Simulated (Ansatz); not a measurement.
H2N, SMILES `[NH2+]` (excited singlet) (charge 1, multiplicity 1). This singlet is an excited state, 1.22 eV above the relaxed triplet at the level composite: frozen-core CCSD(T) with HF/cc-pV5Z and the correlation energy extrapolated as X^-3 from cc-pVQZ and cc-pV5Z, plus full CI minus CCSD(T) in cc-pVDZ // PBE0-D3(BJ)/def2-TZVP (Ansatz, a program for electronic structure).

Cartesian coordinates (Å):
```xyz
3

N      0.0007    -0.2609    -0.3266
H      0.8479     0.1327     0.1633
H     -0.8486     0.1282     0.1633
```
Charge +1, spin multiplicity 1.

Frozen-core energies in cc-pVTZ from Ansatz at a geometry from PBE0-D3(BJ)/def2-TZVP; the HF reference has <S^2> = 0.00 (restricted, and unstable towards unrestricted orbitals) and the T1 diagnostic is 0.008.

```json
[
 {"level": "HF", "energy (Ha)": "-55.15428"},
 {"level": "MP2", "energy (Ha)": "-55.30970"},
 {"level": "CCSD", "energy (Ha)": "-55.33625"}
]
```

Question: Estimate the energies of CCSD(T), CCSDT and CCSDT(Q), and give each level's difference from CCSDT(Q).

Answer: 
| level | energy (Ha) | difference from CCSDT(Q) (mHa) |
|---|---|---|
| MP2 | -55.30970 | 32.63 |
| CCSD | -55.33625 | 6.08 |
| CCSD(T) | -55.34121 | 1.12 |
| CCSDT | -55.34210 | 0.23 |
| CCSDT(Q) | -55.34233 | 0.00 |
